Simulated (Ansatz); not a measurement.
Two shapes of singlet B₂H₆.

Shape 1:

```xyz
8

B     0.0092    0.0040    0.8812
B    -0.0043   -0.0089   -0.8822
H     0.9850    0.0054    0.0009
H    -0.9998   -0.0043   -0.0063
H     0.0015    1.0521    1.4766
H     0.0064   -1.0510    1.4590
H     0.0017    1.0545   -1.4573
H     0.0092   -1.0518   -1.4627
```

Shape 2:

```xyz
8

B     0.0483   -0.0074    0.8701
B    -0.0363   -0.0218   -0.8543
H     1.0037   -0.0365   -0.0325
H    -0.9939    0.0237   -0.0440
H    -0.0340    1.0579    1.5028
H    -0.0394   -1.0271    1.4480
H    -0.0403    1.0804   -1.4601
H    -0.0103   -1.0986   -1.4802
```

Basis set: STO-3G (spherical functions). Correlated methods keep 2 orbitals frozen. Charge 0, multiplicity 1.

Computed with Ansatz (development build ahead of 0.2.0); each method stands on the lowest determinant of its kind that the runs found.

**Question.** Which shape is lower in energy, and by how much in each method?

**Answer.**

| method | E(2) − E(1) (eV) |
| --- | --- |
| RHF | 0.398 |
| RHF-MP2 | 0.343 |

Shape 1 is lower.
